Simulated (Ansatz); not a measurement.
Ansatz input

```yaml
crystal:
  lattice:
    - [0.0, 2.4558809095, 2.4558809095]
    - [2.4558809095, 0.0, 2.4558809095]
    - [2.4558809095, 2.4558809095, 0.0]
  atoms:
    - { symbol: Yb, position: [0.0, 0.0, 0.0], spin: 1.0, spin_axis: [0, 0, 1] }
hamiltonian:
  xc: lda
  pseudopotentials:
    kind: paw_fr
    azcp:
      Yb: "pseudopotentials/Yb.paw.azcp"
basis:
  ecutwfc: 420
  fft_grid_basis: typed
kpoints:
  mp_grid: { grid: [11, 11, 11], shift: [0, 0, 0] }
magnetization:
  noncollinear: true
  spin_orbit: true
scf:
  occupations: { method: fermi_dirac, width: 0.05 }
```

and its output:

```
Warning: the record states the generating functional pbe (its physics header spells it `PBE`), which answers neither for hamiltonian.xc's functional nor for the lda family's — results may be inconsistent (PPs are generated against a specific XC)
Engine: ansatz 0.2.0, x86_64-unknown-linux-gnu
Pseudopotentials: kind: paw_fr
Pseudopotential: Yb, paw_fr, valence charge 24, recommended cutoff 420 eV (normal) 
Functional definition: SPW92
  exchange = slater_x
  correlation = pw_c
Crystal: 1 atoms, lattice volume = 29.625 Å³
Basis set: ecut = 420 eV, 561 PW (Γ)
Bands: 32, of which v1, the nominal top of the filled ones, is band 24 counted from 1 (23 counted from 0)
Symmetry: 8 space group operations + 8 with time reversal
Magnetic group: BNS 139.537 (UNI 1197), of the structure as read, at distance tolerance 3.1e-5 Å
k-points: 126 of 1331 (time reversal used)
Projection manifold: j_resolved (fully-relativistic pseudo-atomic orbitals)
Non-local potential: Yb, projectors of the file, l = 0: 3, l = 1: 4, l = 2: 4, l = 3: 6
PAW form: soft (Blöchl's): semilocal exchange-correlation on the pseudo side does not see the compensation charge
PAW frozen core: Yb, regenerated for the run's functional, and the local potential with it (the file was generated under x = pbe(κ = 0.804, μ = 0.2195149727645171), c = pbe(β = 0.06672455060314922))
PAW one-centre angular grid: Yb, 590 points (default); XC on 64 Gauss nodes
Initial density: superposition of atomic densities (chi_scale 0.1, normalization cell)
Starting moments: Σ|m| = 1 μB on 1 of 1 site
Initial wavefunctions: pseudopotential atomic-orbital guess
Functional: x = slater, c = lda
SCF iter   1: F=—  HF=-13576.125699 eV  |F-HF|=—  |Δ(HF+E_count)|=         —  Δρ=1.38e-1  dr2=4.55e0  dr2_m=3.73e-2  ethr=3.10e-3  |M|=7.71e-1 ∫|m|=7.74e-1 μB  |m|>n=0.0e0 m-floor=0.0e0 τ_xc=0.0e0  β_m=0.30  ⟨swp⟩=7.0  Hψ=21233  notcnv=0  defer=4
spin=Noncollinear: Kerker preconditioning applied to the charge; magnetization (m_x, m_y, m_z) channels mix plain (no charge-response kernel on spin).
SCF iter   2: F=—  HF=-13577.496215 eV  |F-HF|=—  |Δ(HF+E_count)|=    1.37e0  Δρ=1.27e-1  dr2=3.36e0  dr2_m=1.06e0  ethr=3.10e-3  |M|=4.13e-2 ∫|m|=4.13e-2 μB  |m|>n=0.0e0 m-floor=0.0e0 τ_xc=1.2e-20  β_m=0.30  ⟨swp⟩=4.6  Hψ=14675  notcnv=0  defer=135
SCF iter   3: F=—  HF=-13575.974862 eV  |F-HF|=—  |Δ(HF+E_count)|=    1.52e0  Δρ=7.87e-2  dr2=3.64e-1  dr2_m=4.20e-1  ethr=3.10e-3  |M|=7.35e-2 ∫|m|=7.39e-2 μB  |m|>n=0.0e0 m-floor=0.0e0 τ_xc=6.2e-21  β_m=0.30  ⟨swp⟩=4.0  Hψ=12286  notcnv=0  defer=239
SCF iter   4: F=—  HF=-13576.096425 eV  |F-HF|=—  |Δ(HF+E_count)|=   1.22e-1  Δρ=1.04e-1  dr2=2.57e0  dr2_m=4.60e-3  ethr=1.51e-3  |M|=3.85e-1 ∫|m|=3.89e-1 μB  |m|>n=0.0e0 m-floor=0.0e0 τ_xc=3.6e-21  β_m=1.00  ⟨swp⟩=3.1  Hψ=8365  notcnv=0  defer=232
SCF iter   5: F=—  HF=-13576.035589 eV  |F-HF|=—  |Δ(HF+E_count)|=   6.08e-2  Δρ=6.09e-2  dr2=7.63e-1  dr2_m=2.52e-1  ethr=1.51e-3  |M|=2.27e-2 ∫|m|=4.59e-2 μB  |m|>n=0.0e0 m-floor=0.0e0 τ_xc=2.1e-21  β_m=0.30  ⟨swp⟩=3.0  Hψ=8013  notcnv=0  defer=190
SCF iter   6: F=—  HF=-13575.980242 eV  |F-HF|=—  |Δ(HF+E_count)|=   5.53e-2  Δρ=3.72e-2  dr2=2.14e-1  dr2_m=9.39e-2  ethr=1.51e-3  |M|=4.80e-2 ∫|m|=7.50e-2 μB  |m|>n=0.0e0 m-floor=0.0e0 τ_xc=1.0e-21  β_m=0.30  ⟨swp⟩=2.3  Hψ=6118  notcnv=0  defer=216
...
SCF iter  26: F=-13575.970212 eV  HF=-13575.970433 eV  |F-HF|=2.21e-4  |Δ(HF+E_count)|=   7.95e-6  Δρ=7.62e-4  dr2=1.34e-4  dr2_m=1.80e-8  ethr=1.63e-8  |M|=3.00e-4 ∫|m|=5.33e-4 μB  |m|>n=0.0e0 m-floor=0.0e0 τ_xc=3.1e-26  β_m=0.51  ⟨swp⟩=3.1  Hψ=8557  notcnv=0  defer=212  recentre
SCF iter  27: F=-13575.970420 eV  HF=-13575.970420 eV  |F-HF|=2.44e-8  |Δ(HF+E_count)|=   1.32e-5  Δρ=1.66e-4  dr2=4.49e-6  dr2_m=3.28e-7  ethr=1.63e-8  |M|=9.85e-4 ∫|m|=1.24e-3 μB  |m|>n=0.0e0 m-floor=0.0e0 τ_xc=2.3e-25  β_m=0.69  ⟨swp⟩=2.0  Hψ=6991  notcnv=0  defer=212
SCF iter  28: F=-13575.970422 eV  HF=-13575.970422 eV  |F-HF|=6.40e-8  |Δ(HF+E_count)|=   2.11e-6  Δρ=2.06e-5  dr2=6.18e-8  dr2_m=1.07e-8  ethr=4.17e-10  |M|=2.40e-4 ∫|m|=4.10e-4 μB  |m|>n=0.0e0 m-floor=0.0e0 τ_xc=2.0e-26  β_m=0.79  ⟨swp⟩=2.7  Hψ=15249  notcnv=0
SCF iter  29: F=-13575.970422 eV  HF=-13575.970422 eV  |F-HF|=3.86e-10  |Δ(HF+E_count)|=   1.03e-7  Δρ=2.18e-6  dr2=6.48e-10  dr2_m=3.61e-11  ethr=2.57e-10  |M|=1.21e-5 ∫|m|=2.16e-5 μB  |m|>n=0.0e0 m-floor=0.0e0 τ_xc=7.0e-29  β_m=0.90  ⟨swp⟩=3.2  Hψ=10513  notcnv=0
SCF iter  30: F=-13575.970422 eV  HF=-13575.970422 eV  |F-HF|=3.27e-11  |Δ(HF+E_count)|=  5.88e-10  Δρ=4.77e-7  dr2=3.65e-11  dr2_m=5.97e-12  ethr=2.70e-12  |M|=3.82e-6 ∫|m|=8.87e-6 μB  |m|>n=0.0e0 m-floor=0.0e0 τ_xc=7.3e-30  ⟨swp⟩=3.2  Hψ=10769  notcnv=0
at 3 of the mixer's solves, the last at iteration 20, it left a direction of its history that read negative out of its fit and stepped the other way along it
WARN: the starting moments were not kept: the SCF closed with an absolute magnetisation of 8.8e-6 μB, where they sum to 1 μB in size (1 site). That is at most 0.1 of that sum. Measured as dr2_m measures the in/out step, that magnetisation stands 2.3e-11 eV from none, at or under the dr2_threshold of 1.0e-7 eV: it is no larger than a step whose dr2_m would equal this threshold. The system may hold no moment; this SCF shows only that its start led to no more than that. To try another start: raise the starting moments (crystal.atoms[].spin, magnetization.per_species, magnetization.initial_magnetization, or on a non-collinear deck that types none of these the spinor_matrix: blocks that start its atoms; where the total moment is fixed, keep their sum and leave initial_magnetization as it is; typed ones take the place of any that the run laid by itself, positive ones on a crystal's lanthanoids without a Hubbard term where scf.initial_density.shell_occupations: [] is typed) or, if the notice of its spin-set hold's release reads "site moments contracting" or "site moments show no strong build", lengthen the hold (scf.mixing.spin_hold: { on: { confirm: 4 } }; for m-r²SCAN on two components see the key's manual first). Each may lead to a state that holds a moment. A second SCF, from the converged charge density, with the starting moments and any scf.initial_density.shell_occupations laid on it anew, would have followed, and was not run: the deck does not ask for one (magnetization.retry_lost_moments is false, the default). To let it run, set magnetization.retry_lost_moments: true and run the deck again, where that key's refused combinations let it; where memory then withholds it, that run's warning says so.
SCF 1 converged in 30 iterations: F = -13575.970422 eV  dr2 = 3.65e-11
SCF converged after 30 iterations
Magnetization: |M| = 0.0000 μB,  M = (+0.0000, +0.0000, +0.0000) μB
Absolute magnetization: 0.0000 μB (∫|m|, with the PAW one-centre terms)
  site 0: m = (+0.0000, +0.0000, +0.0000) μB, |m| = 0.0000 μB  (R = 1.43 Å)
Free energy (F): -13575.970422 eV
Harris-Foulkes:  -13575.970422 eV  (|F-HF|=3.27e-11)
Internal energy: -13575.943303 eV  (E = F + TS)
E sigma→0 (E₀):  -13575.956863 eV
Entropy (-TS):   -0.027119 eV (-27.119 meV/atom)
Fermi energy:    12.904603 eV
--- Per-component energies (eV) ---
  E_band       = 44.534464
  E_kinetic    = 360.241075
  E_local      = -5867.384223  (includes V_loc(G=0)·N_el)
  E_nonlocal   = 549.142410
  E_hartree    = 2544.605852
  E_xc         = -163.659028
  E_vxc        = -205.277225  (∫ρ·V_xc dr)
  E_paw        = -7129.988773  (= ΣΔE_a)
  E_vpaw       = 118.600167  (= ΣTr[D̂ρ^β])
  E_aug_tail   = 0.000002  (compensation charges beyond the density's cutoff)
  E_ewald      = -3871.089961
  E_core_change = 2.189341  (= ΣΔE_core)
  E_smearing   = -0.027119  (= −TS)
  E_closure    = -0.000000  (closes the sum)
  Σ components = -13575.970422   (vs F -13575.970422, Δ=0.00e0)
```
